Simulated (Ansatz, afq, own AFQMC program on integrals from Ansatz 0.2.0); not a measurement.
Where AFQMC and coupled cluster stand for CH₄N, doublet

```xyz
6

C    -0.3698    0.7709   -0.8635
N    -0.8032   -0.2633    0.0188
H    -1.1402    1.0213   -1.6230
H    -0.1244    1.6921   -0.3117
H     0.5262    0.4728   -1.4473
H    -1.0093   -1.0816   -0.5726
```

Connectivity, by distances: CH3–NH.

Basis def2-TZVP. Only valence electrons are correlated. AFQMC by an in-house program on the Cholesky factors that Ansatz 0.2.0 writes for its CCSD(T) run. ph-AFQMC/CISD is guided by a CISD state made of CCSD amplitudes; releasing the constraint for a short imaginary time cuts its bias at the price of noise, slowly where states lie close. Error bars are statistical, one sigma.

Determinant: UHF, the one that the program's search chose, which needn't be the lowest solution. The geometry is a PBE0/def2-SVP stationary point of this or a neighbouring charge and spin state.

No full CI on the walks' own integrals is used here; CCSDT(Q) serves as the reference and is uncertain by about the last step of the cluster series.

* T1 diagnostic: 0.0137
* weight of the determinant in the CISD state: 0.883
* ⟨S²⟩ of the determinant: 0.762
* size of the correlated space: 13 electrons in 84 orbitals

```json
{"level": "MP2", "correlation energy (eV)": "-9.3449"}
{"level": "CCSD", "correlation energy (eV)": "-10.2025"}
{"level": "CCSD(T)", "correlation energy (eV)": "-10.5408"}
```

Q: Estimate where phaseless AFQMC with a CISD trial lies against CCSD(T) on the same integrals.

A: 2.5 ± 0.3 kJ/mol below CCSD(T).

Reference: CCSDT(Q), correlation energy -10.574 eV. The released energy is read at 1.50 1/Eh (meV from the phaseless value at times in 1/Eh: -3 ± 3 at 0.24, -6.2 ± 1.9 at 0.50, -8 ± 3 at 1.00, -8 ± 4 at 1.50).

```
         level  E − E(reference) (kJ/mol)  share of correlation (%)
       CCSD(T)                        3.2                     99.69
         CCSDT                        1.2                     99.88
   ph-AFQMC/HF                 -1.5 ± 1.9                    100.15
 ph-AFQMC/CISD                  0.7 ± 0.3                     99.93
released AFQMC                  0.0 ± 0.3                    100.00
```

Released energies are given only where the last usable release times agree within the noise; a slower fall can still hide under it.
